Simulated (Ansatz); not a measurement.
Results of BLYP (plane waves, PAW; Ansatz, a quantum-chemistry and plane-wave program) for PdS (P4₂/m, No. 84).

Run with plane-wave cutoff 520 eV, 10×10×8 k mesh (along the axes of the cell as run), Fermi–Dirac smearing 0.05 eV, scalar-relativistic PAW data made under PBE.

Cell (measured lattice):

```
CELL_PARAMETERS angstrom
      6.42900     0.00000     0.00000
      0.00000     6.42900     0.00000
      0.00000     0.00000     6.61100
ATOMIC_POSITIONS crystal
  Pd 0.00000 0.50000 0.00000
  Pd 0.50000 0.00000 0.50000
  Pd 0.00000 0.00000 0.25000
  Pd 0.00000 0.00000 0.75000
  Pd 0.46779 0.25713 0.00000
  Pd 0.53221 0.74287 0.00000
  Pd 0.74287 0.46779 0.50000
  Pd 0.25713 0.53221 0.50000
  S  0.19361 0.30754 0.22904
  S  0.80639 0.69246 0.22904
  S  0.69246 0.19361 0.72904
  S  0.30754 0.80639 0.72904
  S  0.80639 0.69246 0.77096
  S  0.19361 0.30754 0.77096
  S  0.30754 0.80639 0.27096
  S  0.69246 0.19361 0.27096
```

Question: Estimate the band gap that the calculation returns.

Answer: 
band gap: 0.06 eV (under three smearing widths, so not firm)

Note: the published cell lies under more than 10 GPa at this level: another phase or state, or a fault of the cell, is possible; cell and atoms aren't relaxed at this level (pressure 12.3 GPa).

Spin–orbit coupling is not included; it can close the smallest gap of 0.06 eV.

Computed values are for the static lattice.
